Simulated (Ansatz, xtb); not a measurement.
# C2H4F2: which of two conformers lies lower

Structure a is `FCCF`, a singlet and structure b is `FCCF`, a singlet. Both are isolated molecules in the gas phase, relaxed with PBE0-D3(BJ)/pcseg-1.

a (Å):

```xyz
8

C    -0.9453    0.0473    0.3834
C    -2.3170    0.1024   -0.2103
F    -0.8666   -0.9584    1.3267
F    -2.5330   -0.9874   -1.0307
H    -0.7114    1.0012    0.8757
H    -0.1990   -0.1543   -0.3956
H    -2.4285    1.0148   -0.8120
H    -3.0772    0.0916    0.5812
```

b (Å):

```xyz
8

C    -0.8279   -0.2277    0.1398
C     0.2690    0.6323    0.7148
F    -0.2911   -1.4640   -0.1687
F    -0.2679    1.8685    1.0236
H    -1.2350    0.2190   -0.7754
H    -1.6375   -0.3654    0.8668
H     0.6762    0.1854    1.6298
H     1.0785    0.7703   -0.0122
```

Problem. Estimate E(b) − E(a) at the level CCSD(T)/def2-TZVP.

Solution. Too close to call at this level: CCSD(T)/def2-TZVP gives E(b) − E(a) = +0.030 eV.

Level by level:

| level | geometry | E(b) − E(a) (eV) | departure from the last row (eV) | job, with rough time for the two |
| --- | --- | --- | --- | --- |
| PBE0-D3(BJ)/pcseg-1 | PBE0-D3(BJ)/pcseg-1 | +0.014 | −0.016 | optimisation, 61 s |
| HF/def2-TZVP | PBE0-D3(BJ)/pcseg-1 | +0.012 | −0.018 | part of the CCSD(T) run |
| MP2/def2-TZVP | PBE0-D3(BJ)/pcseg-1 | +0.036 | +0.006 | part of the CCSD(T) run |
| CCSD(T)/def2-TZVP | PBE0-D3(BJ)/pcseg-1 | +0.030 |  | single point, 94 s |

The largest departure from CCSD(T)/def2-TZVP is that of HF/def2-TZVP, 0.018 eV. Levels run at GFN2-xTB geometries aren't shown.

With harmonic frequencies from PBE0-D3(BJ)/pcseg-1 (ideal gas, rigid rotor, one conformer each, 298.15 K, 1 atm): on the last row, ΔE + ΔZPE = +0.033, ΔH = +0.037, ΔG = +0.030 eV.

The correlated steps freeze 4 core orbitals. Mirror images aren't counted in ΔG. Codes used: Ansatz 0.2.0; the last row on 1 thread of AMD EPYC (Zen 3) on a shared host.
